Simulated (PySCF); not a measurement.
Static response to an electric field

C2H8OP2.
SMILES with atom numbers: `[CH3:1][P:2]([CH3:3])(=[O:4])[PH2:5]` (hydrogens: H6, H7, H8 on C1; H9, H10, H11 on C3; H12, H13 on P5)

Geometry (GFN2-xTB, Å), atoms numbered from 1 in this order:
```xyz
13
C2H8OP2 angstrom
C     -0.3552    1.4771    0.1975
P      0.0579   -0.1213   -0.6229
C     -1.0779   -1.3489    0.1311
O     -0.0492   -0.0518   -2.0871
P      2.0532   -0.7679    0.0056
H     -1.3536    1.7563   -0.1309
H     -0.3218    1.4015    1.2799
H      0.3484    2.2312   -0.1500
H     -2.1007   -1.0788   -0.1228
H     -0.8465   -2.3146   -0.3149
H     -0.9581   -1.4022    1.2091
H      1.9879   -0.1094    1.2283
H      2.6113    0.3294   -0.6406
```

Level: CAM-B3LYP/def2-SVPD (PySCF), static field, nuclei fixed, core orbitals frozen in the response. The polarisability tensor in these axes (au):

```
x   87.45 -3.44  2.66
y   -3.44 76.51 -0.69
z    2.66 -0.69 71.57
```

What are the eigenvalues, a third of the trace, and Δα (Δα² = ½Σ(αi − αj)² over the three pairs)?

Principal values 71.13, 75.52 and 88.87 au; mean 78.51 au = 11.63 Å³ = 12.94 × 10⁻⁴⁰ C²·m²/J; Δα = 16.00 au (20 % of the mean).

What is the dipole moment, and where does it point?

(-0.31, 0.58, 4.33) D, 4.38 D in size, pointing from the negative to the positive side. Measured along this direction, the outermost atoms are O4 at the negative end and H7 at the positive end.

Estimate the molar refractivity from the static electronic polarisability.

Lorentz–Lorenz: R = (4π/3)N_A α = 2.5225 cm³/(mol·Å³) × 11.63 Å³ = 29.3 cm³/mol, in the limit of long wavelengths.

What depolarisation ratio follows for Rayleigh scattering of linearly polarised light, taking the static tensor?

ρ = 3Δα²/(45ᾱ² + 4Δα²) = 768.4/(277352 + 1024.5) = 0.00276.

Find the Langevin capture rate constant for H3O+ (19.018 u) meeting this molecule (110.005 u), k = 2.342 × 10⁻⁹ cm³/s × √(α in Å³ / reduced mass in u).

The reduced mass is 16.22 u, so k = 1.98 × 10⁻⁹ cm³/s. The formula leaves out the permanent dipole, which adds to the capture rate.

In a dilute gas of rigid molecules at 273 K, how does the orientational term μ²/3kT compare with the electronic polarisability?

In Gaussian units μ²/3kT = 169.85 Å³ against 11.63 Å³, a ratio of 14.60; the Debye molar polarisation (4π/3)N_A(α + μ²/3kT) is 457.8 cm³/mol, leaving out the vibrational part.

In TDDFT the mean static polarisability is Σ f/ω² over all singlet excitations (ω in hartree). How much of it do the 8 lowest give? Their energies (eV) and oscillator strengths: 6.47, 0.0374; 6.67, 0.0309; 6.93, 0.0036; 7.12, 0.3057; 7.24, 0.0072; 7.39, 0.0217; 7.58, 0.0486; 7.81, 0.0164.

They add up to 6.92 au, 8.8 % of the 78.51 au; the largest single term is 4.46 au, from the state at 7.12 eV. Terms in order: 0.66, 0.51, 0.06, 4.46, 0.10, 0.29, 0.63, 0.20 au. Higher excitations give the rest. The strengths listed sum to 0.472.

The structure is a single GFN2-xTB conformer in the gas phase; no vibrational or solvent corrections.
